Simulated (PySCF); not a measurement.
# SiH3Cl (SMILES [SiH3]Cl): FCI/STO-3G

What is the energy change on altering one bond length of SiH3Cl at FCI/STO-3G? 

Program for the calculation: PySCF 2.14.0.

9 further runs of the same task are left out: 9 set aside as unsound or not needed.

## (1) The structure to begin with

SiH3Cl: 5 atoms, total charge 0, spin state singlet. SMILES: `[SiH3]Cl`. Geometry: relaxed at PBE0-D4/def2-TZVP.

Bond lengths: Si1–Cl2 2.054 Å, Si1–H3 1.481 Å, Si1–H4 1.481 Å, Si1–H5 1.481 Å. Angles: Cl2–Si1–H3 108.5°, Cl2–Si1–H4 108.5°, Cl2–Si1–H5 108.5°, H3–Si1–H4 110.4°, H3–Si1–H5 110.4°, H4–Si1–H5 110.4°.

## (2) A single-point energy at FCI/STO-3G

Input file input.py:

```python
# [SiH3]Cl
from pyscf import gto, scf, mcscf
from pyscf import fci

molecule = gto.M(
    atom=[
    ('Si', (-0.112000, 0.018600, -0.030900)),
    ('Cl', (1.838300, -0.513500, 0.329900)),
    ('H', (-0.950900, -0.488300, 1.079100)),
    ('H', (-0.534700, -0.585700, -1.314900)),
    ('H', (-0.190800, 1.495400, -0.104700)),
],
    spin=0,
    basis='sto-3g',
    max_memory=1860,
    verbose=3,
)

calc0 = scf.RHF(molecule)
calc0.conv_tol = 1e-10
calc0.kernel()
if not calc0.converged:
    calc0 = calc0.newton().run(calc0.mo_coeff, calc0.mo_occ)

cas = mcscf.CASCI(calc0, calc0.mo_coeff.shape[-1] - 10, (molecule.nelec[0] - 10, molecule.nelec[1] - 10))  # full CI above the frozen core
cas.fcisolver = fci.direct_spin0.FCI(molecule)  # even spin states alone
cas.kernel()
print('<S^2> = %.4f' % cas.fcisolver.spin_square(cas.ci, cas.ncas, cas.nelecas)[0])
e_final = cas.e_tot
print('E = %.10f Eh' % e_final)
```

Run with:

```console
$ OMP_NUM_THREADS=1 python input.py
```

Log:

```text
converged SCF energy = -741.972181284324
CASCI E = -742.038876968919  E(CI) = -35.9869959965217  S^2 = 0.0000000
<S^2> = 0.0000
E = -742.0388769689 Eh
```

Run time: 1.7 s. Hardware: 1 thread of Arm Neoverse V1, shared host; peak memory 0.14 GiB.

## (3) The distorted shape at the same level

Input file calc.py:

```python
from pyscf import gto, scf, mcscf
from pyscf import fci

mol = gto.M(
    atom='''
Si       0.055795       0.119989      -0.252920
Cl       2.006095      -0.412111       0.107880
H       -0.950900      -0.488300       1.079100
H       -0.366905      -0.484311      -1.536920
H       -0.023005       1.596789      -0.326720
''',
    charge=0,
    verbose=3,
    basis='sto-3g',
    max_memory=1860,
)

mf = scf.RHF(mol)
mf.conv_tol = 1e-10
mf.kernel()
if not mf.converged:
    mf = mf.newton().run(mf.mo_coeff, mf.mo_occ)

cas = mcscf.CASCI(mf, mf.mo_coeff.shape[-1] - 10, (mol.nelec[0] - 10, mol.nelec[1] - 10))  # full CI above the frozen core
cas.fcisolver = fci.direct_spin0.FCI(mol)  # even spin states alone
cas.kernel()
print('<S^2> = %.4f' % cas.fcisolver.spin_square(cas.ci, cas.ncas, cas.nelecas)[0])
e_final = cas.e_tot
print('E(%s) = %.9f' % ('FCI', e_final))
```

Run with:

```console
$ OMP_NUM_THREADS=1 python calc.py
```

Log:

```text
converged SCF energy = -741.927423486834
CASCI E = -742.006034574646  E(CI) = -35.5831089659669  S^2 = 0.0000000
<S^2> = 0.0000
E(FCI) = -742.006034575
```

It took 1.7 s on 1 thread of Arm Neoverse V1, shared host; peak memory 0.14 GiB.

## (4) Results

At FCI/STO-3G, 10 core orbitals frozen:

```
                                                          quantity          value
                                         first shape: total energy  -742.03888 Eh
                 first shape: dipole moment (Hartree–Fock density)         2.84 D
                  first shape: HOMO energy (Hartree–Fock orbitals)      -10.15 eV
                  first shape: LUMO energy (Hartree–Fock orbitals)        9.58 eV
                first shape: HOMO–LUMO gap (Hartree–Fock orbitals)       19.73 eV
         first shape: correlation energy (10 core orbitals frozen)      -66.7 mEh
                                     distorted shape: total energy  -742.00603 Eh
             distorted shape: dipole moment (Hartree–Fock density)         2.78 D
              distorted shape: HOMO energy (Hartree–Fock orbitals)       -9.76 eV
              distorted shape: LUMO energy (Hartree–Fock orbitals)        8.73 eV
            distorted shape: HOMO–LUMO gap (Hartree–Fock orbitals)       18.50 eV
     distorted shape: correlation energy (10 core orbitals frozen)      -78.6 mEh
energy change with the Si1–H3 bond stretched from 1.481 to 1.777 Å       0.894 eV
```

What this shows: With the Si1–H3 bond stretched from 1.481 to 1.777 Å the energy rises by 0.89 eV (86.2 kJ/mol). The first shape isn't relaxed at this level, so the change isn't measured from a minimum. The minimal basis adds a large error of its own. Mulliken charges (first shape) of the mean-field density run from -0.39 on Cl2 to +0.77 on Si1.
